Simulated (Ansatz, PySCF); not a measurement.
HN₂, SMILES N#[NH+], charge +1.

Geometry optimised at B3LYP-D3(BJ)/def2-TZVPD. The isomer is the one that the SMILES or the coordinates give; other isomers of the formula were not compared.

Two levels are set side by side: PBE/def2-TZVPD (Ansatz, a program for electronic structure) and EOM-CCSD/aug-cc-pVDZ (PySCF). PBE by ΔSCF, the other level by its IP root; same geometry, the bases differ. Differences are taken from unrounded values.

```json
[
 {"quantity": "vertical ionisation energy (eV)", "PBE": "25.77"}
]
```

Task: These are the PBE values. What does EOM-CCSD give? (Estimate from the structure and the level; the computed values follow.)

Result: 
```json
[
 {"quantity": "vertical ionisation energy (eV)", "EOM-CCSD": "25.60", "PBE minus EOM-CCSD": "0.17"}
]
```

Here PBE gives about what the other level gives.
